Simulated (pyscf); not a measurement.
Structures and frequencies: ωB97X-D3(BJ)/def2-SVP in PySCF.

Estimate the classical barrier height and the reaction energy of H₂B–CH₃ + H₂O → H₃C–BH–OH + H₂ at ωB97M-D3(BJ)/def2-TZVP. The step runs on the singlet surface, breaks B–H, H–O and forms B–O, H–H; take the separated reactants as zero.

ΔE‡ = 9.8 kcal/mol, ΔE = -31.8 kcal/mol. Zero-point energy shifts the barrier by +1.9 kcal/mol. It is a four-centre exchange, with an imaginary mode of 1382i cm⁻¹. On the reactant side the descent ends in an adduct with a B–O contact, 11.8 kcal/mol under the separated species and 22.2 kcal/mol under the saddle at ωB97X-D3(BJ)/def2-TZVP. What is counted as formed (B–O) is already present as a longer contact in the reactant adduct; forming that adduct is a step of its own. At the saddle there is also a short B–H contact that neither side keeps. One saddle was located; it need not be the lowest between these sides.
